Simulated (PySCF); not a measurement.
**P: electron affinity**

P⁻ [Ne] 3s2 3p4 (3P) → P [Ne] 3s2 3p3 (4S), as a difference of total energies. Calculation: PySCF 2.14, in aug-cc-pVTZ-DK (6s5p3d2f, 50 functions); scalar relativity by spin-free X2C-1e. Correlated levels: valence: [Ne] frozen. The calculations carry no spin-orbit coupling.

```
           method  electron affinity (eV)
              UHF                  -0.334
    MP2 (valence)                   0.458
SCS-MP2 (valence)                   0.529
   CCSD (valence)                   0.537
CCSD(T) (valence)                   0.605
```

A first-order spin-orbit estimate (lowest level to lowest level, LS coupling) adds 0.012 eV.

Errors of the correlated levels include the incompleteness of this basis and the frozen core.

A negative affinity means that the anion lies above the atom at that level of theory.

For comparison: 0.747 eV (measured; photodetachment measurements, as compiled on the Wikipedia data page of electron affinities).
